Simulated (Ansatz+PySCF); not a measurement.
singlet Li2: levels of theory in one basis

```json
{"atom": "Li", "x (Å)": "0.0000", "y (Å)": "0.0000", "z (Å)": "-2.4387"}
{"atom": "Li", "x (Å)": "0.0000", "y (Å)": "0.0000", "z (Å)": "2.4387"}
```

Basis set: 6-31G (spherical functions). All electrons are correlated. Charge 0, multiplicity 1.

Computed with Ansatz (development build ahead of 0.2.0); each method stands on the lowest determinant of its kind that the runs found.

```
                            method  E − E(RHF) (eV)  <S²> of the determinant
                               RHF             0.00                     0.00
                               UHF            -0.98                     0.95
                           UHF-MP2            -1.02                     0.95
                          RHF-CCSD            -1.11                        –
                          UHF-CCSD            -1.11                     0.95
                       RHF-CCSD(T)            -1.12                        –
                       UHF-CCSD(T)            -1.12                     0.95
full CI (lowest root of this spin)            -1.12                        –
```

Problem. What does RHF-MP2 give on the same scale?

Solution. -0.59 eV.

At such a shape the full CI root can have another spatial symmetry than the determinants, so the rows needn't describe one state.

Problem. Is a single determinant a sound starting point here?

Solution. It is doubtful. Unrestricted orbitals lower Hartree–Fock by 0.98 eV and <S²> is 0.95 where a pure state has 0.00, a sign of strong static correlation.

Caution for RHF, RHF-MP2, RHF-CCSD, RHF-CCSD(T): an unrestricted determinant lies well below. Caution for UHF, UHF-MP2, UHF-CCSD, UHF-CCSD(T): the unrestricted determinant is a mixture of spin states; the determinant may break the point group. Caution for RHF-MP2, UHF-MP2, RHF-CCSD, UHF-CCSD, RHF-CCSD(T), UHF-CCSD(T): large amplitudes, a single reference is doubtful. Caution for RHF-CCSD, RHF-CCSD(T): the amplitudes may be one of several solutions.
